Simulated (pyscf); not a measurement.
Insertion: HO–Sn:–OH (SMILES [OH][Sn][OH]) [singlet] + H₂O (SMILES O) -> HO–SnH(OH)–OH (SMILES [OH][SnH]([OH])[OH])

Gas phase, singlet surface, charge 0. Bonds broken: O6–H7. Bonds formed: Sn2–O6, Sn2–H7. Single points on ωB97X-D3(BJ)/def2-SVP structures (PySCF, gas phase). Correlated levels are frozen-core, on RHF or UHF. ΔMP2 is the change of the MP2 total energy from the triple- to the quadruple-zeta basis.

Transition state (Å):

```xyz
8

O     -1.5932     0.3177    -0.6028
Sn    -0.2126    -1.0153    -0.1617
O      1.3793     0.1140    -0.4711
H     -1.2004     1.1844    -0.7740
H      2.2119    -0.3334    -0.2764
O     -0.3708    -1.4503     1.9067
H     -0.6269    -2.4602     0.7469
H     -1.0917    -1.0927     2.4499
```

One imaginary mode, 1372i cm⁻¹; descent along it reached the two sides named, in the forms told below.

| bond | change | reactant side (Å) | saddle | product side |
|---|---|---|---|---|
| O6–H7 | breaks | 0.966 | 1.559 | 3.0 |
| Sn2–O6 | forms | 2.451 | 2.120 | 1.972 |
| Sn2–H7 | forms | 3.0 | 1.756 | 1.691 |

Electronic energies relative to the separated reactants (kcal/mol):

```
level                             barrier  reaction energy  reverse barrier
--------------------------------  -------  ---------------  ---------------
ωB97X-D3(BJ)/def2-TZVP               47.4             -0.7             48.1
PBE/def2-TZVP                        41.0             +7.0             34.0
r²SCAN/def2-TZVP                     41.1             +2.0             39.0
B3LYP-D3(BJ)/def2-TZVP               48.0             +7.2             40.8
PBE0-D3(BJ)/def2-TZVP                45.1             +3.0             42.1
M06-2X/def2-TZVP                     46.5             -1.5             48.0
ωB97M-D3(BJ)/def2-TZVP               49.7             +4.1             45.6
HF/def2-TZVP                         65.2             +1.7             63.5
MP2/def2-QZVPP                       48.4             +4.6             43.7
CCSD/def2-TZVPP                      52.5             +2.9             49.6
CCSD(T)/def2-TZVPP                   48.4             +2.2             46.1
CCSD(T)/def2-TZVPP + ΔMP2(QZVPP)     48.0             +2.9             45.1
```

With CCSD(T)/def2-TZVPP + ΔMP2(QZVPP) energies and thermal terms (ideal gas, 1 atm, RRHO with modes under 100 cm⁻¹ raised to 100, one conformer, R ln 2 for rigid chiral ones), in kcal/mol:

| T (K) | ΔH‡ | ΔG‡ | ΔH | ΔG |
|---|---|---|---|---|
| 298 | 45.4 | 55.1 | +1.8 | +11.5 |
| 600 | 45.8 | 64.9 | +2.6 | +21.0 |
| 900 | 46.7 | 74.3 | +3.9 | +29.9 |
| 1200 | 47.6 | 83.4 | +5.4 | +38.4 |

On the reactant side the descent ends in an adduct with a O–Sn contact, 13.4 kcal/mol under the separated species and 60.7 kcal/mol under the saddle at ωB97X-D3(BJ)/def2-TZVP. What is counted as formed (O–Sn) is already present as a longer contact in the reactant adduct; forming that adduct is a step of its own. This is the saddle that the search found; another between the same sides may lie lower. The CCSD(T) − MP2 part came from Ansatz, without density fitting, on the same reference. The frozen core leaves the outer d or s,p core shells of the metals and heavy elements correlated in the MP2 and CC values, and def2-TZVPP describes them poorly, which can shift differences by a few kcal/mol. Elements past Kr carry the def2 core potentials, without spin-orbit coupling.
